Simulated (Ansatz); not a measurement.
# One shape, several levels: PF3 (SMILES FP(F)F)

Wanted: a comparison of 6 runs (BLYP/STO-3G, HSE06/STO-3G, r2SCAN/STO-3G, BCCD(T)/STO-3G, CCSDT(Q)/STO-3G, UCCSD(T)/STO-3G) of PF3. 

The calculation is run with Ansatz 0.2.0.

42 further runs of the same task are left out: 7 that didn't finish, 35 set aside as unsound or not needed.

## 1. Starting point

The species is PF3 (4 atoms), meant as a singlet with charge 0. As SMILES, `FP(F)F`. The F2–P1 distance was set to 3.194 Å, away from the relaxed value. At this shape a bond of the SMILES string is far longer than usual.

Bond lengths: P1–F3 1.598 Å, P1–F4 1.598 Å. Angles: F3–P1–F4 94.0°.

## 2. The energy at BLYP/STO-3G (run 1)

run.yaml

```yaml
crystal:
  periodic: [false, false, false]
  atoms:
    - {symbol: P, position_ang: [-1.358867, 0.039740, 1.487728]}
    - {symbol: F, position_ang: [1.349610, -0.029560, -0.203150]}
    - {symbol: F, position_ang: [-2.002727, 1.214900, 0.617248]}
    - {symbol: F, position_ang: [-2.050737, -1.121130, 0.634488]}
basis:
  gaussian:
    orbitals: STO-3G
accuracy: high
hamiltonian:
  xc: {name: BLYP}
```

Run with:

```console
$ ansatz run run.yaml --threads 1 --pin off --max-ram 2610MiB --events-out events.jsonl --progress --plain --runs-dir runs
```

The program printed:

```text
Warning: RAYON_NUM_THREADS=1 ignored (pool sized by the plan → 1); use --threads N
Functional definition: BLYP
  name "BLYP"
  parameter beta = 0.0042
  parameter a = 0.04918
  parameter b = 0.132
  parameter c = 0.2533
  parameter d = 0.349
  exchange = b88_x(beta = beta)
  correlation = lyp_c(a = a, b = b, c = c, d = d)
417 factors; integrals over basis functions are off by at most 3.4e-8 eV
mean field evaluation 1: about -17196.6699 eV, gradient 2.2e1 eV
mean field evaluation 2: about -16823.5431 eV, gradient 1.5e1 eV
mean field evaluation 4: about -17195.8717 eV, gradient 2.4e1 eV
mean field evaluation 8: about -17207.5134 eV, gradient 1.6e-1 eV
mean field evaluation 16: about -17207.4976 eV, gradient 2.6e-8 eV
mean field -17207.49762833 eV, -632.3638741804 hartree, gradient 2.6e-8 eV, S^2 0.000000; 2 other end points of the search recorded, 0 dependent functions left out
reference -17207.49765496 eV, -632.3638751590 hartree; 21, 21 occupied and 3, 3 virtual orbitals, 417 factors
Total energy: -17207.49765496 eV, -632.3638751590 hartree
```

It took 0.52 s on 1 thread of AMD EPYC 9R45 (Zen 5), shared host.

## 3. The energy at HSE06/STO-3G (run 2)

input.yaml

```yaml
crystal:
  periodic: [false, false, false]
  atoms:
    - symbol: P
      position_ang: [-1.358867, 0.039740, 1.487728]
    - symbol: F
      position_ang: [1.349610, -0.029560, -0.203150]
    - symbol: F
      position_ang: [-2.002727, 1.214900, 0.617248]
    - symbol: F
      position_ang: [-2.050737, -1.121130, 0.634488]
basis:
  gaussian:
    orbitals: STO-3G
hamiltonian:
  xc: {name: HSE06}
accuracy: high
```

Run with:

```console
$ ansatz run input.yaml --threads 1 --pin off --max-ram 2610MiB --events-out events.jsonl --progress --plain --runs-dir runs
```

The program printed:

```text
Warning: RAYON_NUM_THREADS=1 ignored (pool sized by the plan → 1); use --threads N
Functional definition: HSE06
  name "HSE06"
  parameter a = 0.25
  parameter omega = 0.11/bohr
  exchange = pbe_x - a*pbe_x_sr(omega) + a*exact_x_sr(omega)
  correlation = pbe_c
417 factors; integrals over basis functions are off by at most 3.4e-8 eV
56 factors; integrals over basis functions are off by at most 3.2e-10 eV
mean field evaluation 1: about -17189.2294 eV, gradient 2.4e1 eV
mean field evaluation 2: about -16819.2110 eV, gradient 1.6e1 eV
mean field evaluation 4: about -17190.0540 eV, gradient 1.7e1 eV
mean field evaluation 8: about -16819.3410 eV, gradient 1.8e1 eV
mean field evaluation 16: about -17199.5960 eV, gradient 3.0e-2 eV
mean field evaluation 32: about -17198.6974 eV, gradient 1.3e1 eV
mean field -17199.59602617 eV, -632.0734956567 hartree, gradient 2.6e-8 eV, S^2 0.000000; 2 other end points of the search recorded, 0 dependent functions left out
reference -17199.59602721 eV, -632.0734956952 hartree; 21, 21 occupied and 3, 3 virtual orbitals, 417 factors
Total energy: -17199.59602721 eV, -632.0734956952 hartree
```

It took 0.68 s on 1 thread of AMD EPYC 9R45 (Zen 5), shared host.

Runs 3 to 5 aren't shown in full; the table further down has their settings and results.

## 4. A single-point energy at UCCSD(T)/STO-3G (run 6)

in.yaml

```yaml
crystal:
  periodic: [false, false, false]
  atoms:
    - {symbol: P, position_ang: [-1.358867, 0.039740, 1.487728]}
    - {symbol: F, position_ang: [1.349610, -0.029560, -0.203150]}
    - {symbol: F, position_ang: [-2.002727, 1.214900, 0.617248]}
    - {symbol: F, position_ang: [-2.050737, -1.121130, 0.634488]}
basis:
  gaussian:
    orbitals: STO-3G
magnetization:
  spin_polarized: true
  initial_magnetization: 0
correlation:
  method: ccsd_t
  frozen_orbitals: {F: 1, P: 5}
accuracy: high
scf:
  omitted_lower_state_checks: [cluster_reference, increment]
```

Run with:

```console
$ ansatz run in.yaml --threads 1 --pin off --max-ram 2610MiB --events-out events.jsonl --progress --plain --runs-dir runs
```

The program printed:

```text
Warning: RAYON_NUM_THREADS=1 ignored (pool sized by the plan → 1); use --threads N
[... 16 lines left out ...]
8 core orbitals not correlated: weight in the atoms' cores, before any rotation towards them, 1.000 or more for the frozen orbitals, at most 0.000 for the correlated occupied ones
[... 170 lines left out ...]
Total energy: -17171.14262453 eV, -631.0278524331 hartree
Checks for a lower state left out: cluster_reference, increment
```

Run time: 1.2 s. Hardware: 1 thread of AMD EPYC 9R45 (Zen 5), shared host.

## 5. All runs side by side

```
run            level  frozen core orbitals  energy (Eh)  wall time
  1      BLYP/STO-3G                     –  -632.363875     0.52 s
  2     HSE06/STO-3G                     –  -632.073496     0.68 s
  3    r2SCAN/STO-3G                     –  -632.388903      1.3 s
  4   BCCD(T)/STO-3G                     8  -631.034352     0.24 s
  5  CCSDT(Q)/STO-3G                     8  -631.030100     0.86 s
  6  UCCSD(T)/STO-3G                     8  -631.027852      1.2 s
```

## 6. Results

| quantity | value |
| --- | --- |
| run 6: total energy | -631.02785 Eh |
| run 6: correlation energy (8 core orbitals frozen) | -78.1 mEh |
| run 6: (T) correction | -4.24 mEh |
| run 6: ⟨S²⟩ of the reference determinant | 1.003 |
| run 6: T1 diagnostic | 0.051 |

Totals of different functionals can't be ranked against each other. In runs 4, 5 the log says that unrestricted orbitals would lower the reference, so the values rest on an unstable closed-shell determinant (other closed-shell runs at this shape may share the fault). In runs 1, 2, 3, 4, 5, 6 the basis is minimal, so the values are rough. In runs 1, 2, 3 a closed-shell determinant meets a far-stretched bond, which it describes badly. Spin contamination of the reference: run 6 ⟨S²⟩ = 1.00. Where it is this large, the reference is a mixture of spin states, and values that rest on it are in doubt. All runs together took 4.9 s, the longest 1.3 s.
